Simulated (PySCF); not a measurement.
**Core-level binding energies of `C=C1C[C@@H]1C`**

Species: C5H8.
Z-matrix (Å and degrees, PBE0-D3(BJ)/def2-SVP geometry), rows numbered from 1:
```
C 
C   1  1.3233
C   2  1.4642  1  148.52
C   2  1.4646  1  148.50  3  -176.98
C   4  1.5077  2  121.17  3  -109.34
H   1  1.0942  2  121.10  3   178.62
H   1  1.0942  2  121.33  3    -1.34
H   3  1.0957  2  118.97  4  -107.31
H   3  1.0965  2  118.24  4   106.64
H   4  1.0984  2  115.50  3   104.45
H   5  1.1016  4  111.30  2   154.95
H   5  1.1008  4  110.78  2    34.69
H   5  1.1012  4  111.11  2   -84.78
```

Theory: PySCF 2.14.0, delta-SCF UKS SCAN, pcX-2 on the ionised atom, pcseg-1 elsewhere, spin-free X2C. Each binding energy is the total energy of the core-ionised species, with the hole localised on one atom, minus that of the ground state; both are solved self-consistently, so orbital relaxation is included.

Question: What binding energy does each computed site have?

Answer: 
| atom(s) | environment | level | binding energy (eV) | above the level's lowest (eV) | count |
| --- | --- | --- | --- | --- | --- |
| C1 | terminal =CH2 carbon | C 1s | 290.05 | 0.00 | 1 |
| C2 | fully substituted alkene carbon | C 1s | 290.39 | +0.34 | 1 |
| C3 | allylic carbon | C 1s | 290.55 | +0.50 | 1 |
| C4 | allylic carbon | C 1s | 290.71 | +0.66 | 1 |
| C5 | methyl carbon | C 1s | 290.66 | +0.61 | 1 |

The listed C 1s values span 0.66 eV, from C1 (bonded to C (double bond) and 2 H) to C4 (bonded to 3 C and H). Summing the Pauling electronegativity differences to the bonded atoms, each weighted by its formal bond order, gives -0.70 for the lowest site and -0.35 for the highest; the largest sum, 0.00, belongs to C2, 0.32 eV below the top. The smallest sum, -1.05, belongs to C5, 0.61 eV above the lowest. The values 290.66 and 290.71 eV lie too close for their order to be trusted.

Question: Which photon energy gives electrons from C 1s of C4 a kinetic energy of 200 eV, and what is their de Broglie wavelength?

Answer: hν = 290.71 + 200 = 490.71 eV, recoil neglected; λ = 12.264 Å/√(E/eV) = 0.87 Å.

Question: What is the C 1s shift of C5 against C2?

Answer: 290.66 − 290.39 = +0.27 eV, or +26 kJ/mol.

The unrestricted hole states depart most from a pure doublet (⟨S²⟩ = 0.75; over 0.85 named) for C 1s of C2 (0.85), which makes this value less certain. Isolated species at its PBE0-D3(BJ)/def2-SVP geometry, gas phase.

On one thread of an Arm Neoverse V2, no GPU (shared host), this took 30 s of wall time and 0.51 GiB of memory at its peak.
